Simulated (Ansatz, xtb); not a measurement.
## Relative energy of two isomers of C5H12S

Structure a: `CSC(C)(C)C`, a singlet. Structure b: `CCC(C)(C)S`, a singlet. Both are isolated molecules in the gas phase, relaxed with B3LYP/def2-SVP; the shapes shown needn't be the lowest conformers.

a (Å):

```xyz
18

C     0.7430    1.8466    2.6568
C     0.2769    1.2477   -0.1474
C     0.2808    2.7438   -0.4856
C    -1.1421    0.7609    0.1722
C     0.8636    0.4394   -1.3150
S     1.4368    0.8868    1.2743
H     0.7433    2.9289    2.4577
H    -0.2723    1.5191    2.9270
H     1.4057    1.6544    3.5135
H    -0.1243    3.3518    0.3383
H    -0.3492    2.9347   -1.3720
H     1.2997    3.0976   -0.7037
H    -1.8015    0.9127   -0.7002
H    -1.1455   -0.3101    0.4252
H    -1.5855    1.3138    1.0150
H     1.8900    0.7628   -1.5490
H     0.8870   -0.6371   -1.0839
H     0.2464    0.5817   -2.2177
```

b (Å):

```yaml
atoms:
  - { symbol: C, position_ang: [-2.8444, 1.1711, -1.9889] }
  - { symbol: C, position_ang: [-1.4303, 0.7492, -2.3865] }
  - { symbol: C, position_ang: [-0.3451, 0.7908, -1.2856] }
  - { symbol: C, position_ang: [1.0068, 0.3766, -1.8819] }
  - { symbol: C, position_ang: [-0.2305, 2.1824, -0.6448] }
  - { symbol: S, position_ang: [-0.7761, -0.3651, 0.1234] }
  - { symbol: H, position_ang: [-3.5383, 1.0315, -2.8330] }
  - { symbol: H, position_ang: [-3.2109, 0.5719, -1.1415] }
  - { symbol: H, position_ang: [-2.8936, 2.2326, -1.6987] }
  - { symbol: H, position_ang: [-1.4572, -0.2750, -2.7985] }
  - { symbol: H, position_ang: [-1.0760, 1.3928, -3.2140] }
  - { symbol: H, position_ang: [0.9546, -0.6255, -2.3370] }
  - { symbol: H, position_ang: [1.7925, 0.3603, -1.1121] }
  - { symbol: H, position_ang: [1.3089, 1.0862, -2.6721] }
  - { symbol: H, position_ang: [0.5860, 2.2105, 0.0932] }
  - { symbol: H, position_ang: [-0.0127, 2.9337, -1.4222] }
  - { symbol: H, position_ang: [-1.1584, 2.4812, -0.1349] }
  - { symbol: H, position_ang: [-0.7571, -1.5069, -0.6042] }
```

Q: Estimate which is lower in electronic energy at CCSD(T)/def2-SVP + ΔMP2/def2-TZVPP, and by roughly how much.

A: Too close to call at this level: CCSD(T)/def2-SVP + ΔMP2/def2-TZVPP gives E(b) − E(a) = −1.54 kcal/mol.

How the difference moves with the method:

```
                             level        geometry  E(b) − E(a) (kcal/mol)  departure from the last row (kcal/mol)  job, with rough time for the two
                          GFN2-xTB        GFN2-xTB                     −3.83                                   −2.28              optimisation, 0.17 s
                         HF/STO-3G        GFN2-xTB                     +2.64                                   +4.19              single point, 0.44 s
                r2SCAN-D4/def2-SVP        GFN2-xTB                     −2.58                                   −1.04               single point, 2.9 s
                    B3LYP/def2-SVP  B3LYP/def2-SVP                     −2.42                                   −0.88                optimisation, 29 s
                       HF/def2-SVP  B3LYP/def2-SVP                     −3.57                                   −2.03           part of the CCSD(T) run
                      MP2/def2-SVP  B3LYP/def2-SVP                     −4.11                                   −2.57           part of the CCSD(T) run
                  CCSD(T)/def2-SVP  B3LYP/def2-SVP                     −4.39                                   −2.84                      single point
CCSD(T)/def2-SVP + ΔMP2/def2-TZVPP  B3LYP/def2-SVP                     −1.54                                                        single point, 51 s
```

As drawn, b has 1 C–C, 1 S–H in place of 1 C–S, 1 C–H.

HF/STO-3G puts the two in the other order. The largest departure from CCSD(T)/def2-SVP + ΔMP2/def2-TZVPP is that of HF/STO-3G, 4.19 kcal/mol. A small imaginary or near-zero mode remains, so no thermal terms are given. The last row adds to CCSD(T) the change of the MP2 difference between the two basis sets, here +2.84 kcal/mol.

The correlated steps freeze 10 core orbitals. Run with Ansatz 0.2.0, xtb 6.7.1; the last row on 4 threads of Intel(R) Xeon(R) Platinum 8488C (Sapphire Rapids) on a shared host.
